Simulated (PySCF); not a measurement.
Molecule: `C(=O)(Cl)C1CC1`, C4H5ClO.

Bonds (- single, = double, # triple, : aromatic): O1=C2 1.183 Å, C2-Cl3 1.809 Å, C2-C4 1.475 Å, C4-C5 1.512 Å, C5-C6 1.482 Å, C6-C4 1.512 Å. C4 carries H7; C5 carries H8, H9; C6 carries H10, H11. H8, H11 are cis to C2 on the ring; H9, H10 are trans to C2 on the ring.

Geometry PBE0-D3(BJ)/def2-SVP throughout; GIAO in PySCF 2.14.0 with density-fitted response routines, gas phase, one conformer, non-relativistic; equivalent atoms averaged; basis pcSseg-2.

For orientation, PBE0 gives these absolute shieldings σ: O1 -239.0, C2 -4.7, C4 158.2, C5/C6 171.0, Cl3 566.3, H7 29.42, H8/H11 29.78, H9/H10 30.21 ppm.

A run gave: O1 -207.6, C2 -5.3, C4 152.4, C5/C6 164.0, Cl3 542.4, H7 29.57, H8/H11 29.87, H9/H10 30.31 ppm (absolute shieldings σ).

Q: Which functional was used in that run?
A. KT3
B. mPW1PW91
C. B3LYP
D. KT2
E. B97-D

A: E. O1 tells them apart best: B97-D gives -207.6, mPW1PW91 gives -240.2, B3LYP gives -240.1, KT2 gives -201.4, KT3 gives -195.5 ppm.
